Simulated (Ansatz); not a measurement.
Process, species as SMILES: C=CCl → C=[C-]Cl + H+
B3LYP-D3(BJ)/def2-TZVP geometries, fixed; electronic energies without zero-point terms.

Effect of a fitting basis named in the input at PBE0/def2-TZVPP with Ansatz (an electronic-structure program), against the last row, where the deprotonation energy is 394.91 kcal/mol. The proton leaves the site shown, which need not be the most acidic. The default fits or decomposes integrals by the program's own choice; accuracy: high also tightens integrals, grids and stops.

```
setting                        largest shift of a total energy (mEh)  shift of the deprotonation energy (kcal/mol)
-----------------------------  -------------------------------------  --------------------------------------------
fitting: def2-SV(P)-JKFIT                                     -0.028                                         0.011
fitting: def2-universal-JKFIT                                 -0.028                                         0.011
fitting: cc-pVTZ-JKFIT                                        -0.010                                         0.002
fitting: cc-pVQZ-JKFIT                                        -0.009                                        -0.001
fitting: cc-pV5Z-JKFIT                                        -0.009                                        -0.002
accuracy: high                                                -0.006                                         0.000
accuracy: medium (default)                                     0.000                                         0.000
```

Within 0.02 kcal/mol in the deprotonation energy: fitting: def2-SV(P)-JKFIT; fitting: def2-universal-JKFIT; fitting: cc-pVTZ-JKFIT; fitting: cc-pVQZ-JKFIT; fitting: cc-pV5Z-JKFIT; accuracy: high. The largest shift is 0.028 mEh in a total energy and 0.011 kcal/mol in the difference.
